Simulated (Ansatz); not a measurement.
The cluster Li₃H₃, relaxed as a singlet with RKS r2SCAN-D4/def2-TZVP in Ansatz, starting from the GFN1-xTB geometry. Force threshold 0.02 eV/Å.

The restricted singlet is unstable towards broken spin symmetry in Hartree–Fock (as tested in another run); at r2SCAN-D4/def2-TZVP this wasn't settled. In the singlet, H4 and H6 lie 0.75 Å apart (atoms count from 1), so H2 has formed as a molecule. Another isomer (singlet) lies 1.71 eV lower at PBE0-D4/def2-TZVP; other spin states weren't run for this one.

Start:

```xyz
6

Li    0.0081    1.3420   -1.9432
Li   -0.1305   -0.0182    0.1788
Li    1.8442   -0.0454   -0.9970
H    -1.3770   -0.4623    1.3980
H     1.3836   -0.8245    0.4937
H    -1.7284    0.0083    0.8698
```

```tsv
step	energy (eV)	largest force component (eV/Å)	SCF passes
1	-660.2823	1.298	24
2	-660.6203	0.551	28
3	-660.7429	0.185	28
4	-660.7620	0.211	28
5	-660.7751	0.043	29
6	-660.7780	0.047	29
7	-660.7794	0.358	29
8	-660.7831	0.081	29
9	-660.7836	0.019	28
10	-660.7842	0.004	29
```

Force components are those of the run's own axes.

End:

```
atom    x (Å)    y (Å)    z (Å)
 Li1   0.2298   1.6901  -2.5605
 Li2  -0.2660   0.1000   0.0462
 Li3   2.0575  -0.1803  -0.8788
  H4  -1.3130  -0.6341   1.6078
  H5   1.1599  -0.7542   0.4719
  H6  -1.8681  -0.2215   1.3133
```

Bonds lost: Li2–H4, Li2–H6 (atoms count from 1). Metal–metal contacts that move far: Li1–Li3 2.49 to 3.11 Å, Li1–Li2 2.52 to 3.09 Å.

The force fell under the threshold at step 9, but the optimiser went on. No frequencies were taken in this run, so the end may be a saddle point.

Hardware: 4 threads of Arm Neoverse N1 on a shared host. Wall time 10 s.
